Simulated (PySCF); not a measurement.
Job file and geometry (Å, from PBE0-D3(BJ)/def2-TZVP) of an NMR shielding run on SMILES [NH4+], [H4N]+, GIAO PBE0/pcSseg-2 NMR shielding, non-relativistic, gas phase (PySCF); density fitting, a coarse starting grid and PySCF grid level 2 are the driver's defaults:

```
$ OMP_NUM_THREADS=1 python probes_run.py task.json out

{"job": {"kind": "nmr", "xc": "PBE0", "basis": "pcSseg-2"}, "charge": 1, "multiplicity": 1}
N      0.006688    -0.006869    -0.007719
H      0.921206    -0.029818    -0.466827
H     -0.541960    -0.820327    -0.299221
H     -0.486721     0.850000    -0.272308
H      0.134155    -0.027546     1.007656
```

Question: What does the program print?

Answer: 
```
coarse grid: 3544 points
cycle   1  E = -56.8532079443  dE =  2.322e-01  |g| = 1.229e-01  |ddm| = 1.175e+00
cycle   2  E = -56.8585440183  dE = -5.336e-03  |g| = 2.343e-02  |ddm| = 1.140e-01
cycle   3  E = -56.8585335242  dE =  1.049e-05  |g| = 2.579e-02  |ddm| = 1.931e-02
cycle   4  E = -56.8586583284  dE = -1.248e-04  |g| = 4.061e-04  |ddm| = 9.297e-03
cycle   5  E = -56.8586583613  dE = -3.293e-08  |g| = 3.756e-05  |ddm| = 4.004e-04
final grid: 32480 points
cycle   6  E = -56.8566558399  dE = -2.727e-05  |g| = 6.513e-03  |ddm| = 8.880e-03
cycle   7  E = -56.8566529919  dE =  2.848e-06  |g| = 7.686e-03  |ddm| = 5.051e-03
cycle   8  E = -56.8566640386  dE = -1.105e-05  |g| = 6.240e-05  |ddm| = 2.731e-03
cycle   9  E = -56.8566640393  dE = -6.856e-10  |g| = 1.566e-06  |ddm| = 3.497e-05
converged SCF energy = -56.8566640393

GIAO shielding tensors (ppm)
atom      isotropic    diamagn.    paramagn.     s11        s22        s33       span
  0 N      235.680     308.452     -72.773    235.672    235.681    235.686      0.014
  1 H       26.517      26.082       0.435     21.038     21.039     37.473     16.435
  2 H       26.516      26.092       0.425     21.038     21.038     37.473     16.435
  3 H       26.516      26.112       0.404     21.038     21.038     37.472     16.435
  4 H       26.517      26.113       0.404     21.039     21.039     37.473     16.435
```

Question: Turn these shieldings into chemical shifts. Shifts are taken against calculated references (same method and geometry level): $^{15}$N (σref 263.78) against NH3; TMS for $^{1}$H (σref 31.52).

Answer: Averaging equivalent atoms: N 0: 28.1; H 1/2/3/4: 5.01 ppm. Experimental scales use liquid or dissolved standards, which lie at an offset from isolated NH3 (liquid NH3: subtract about 20 ppm).

Size and cost of the density-fitted run: 92 basis functions, 3.2 s wall time on 1 thread of an Arm Neoverse N1, shared host; peak memory 0.34 GiB.
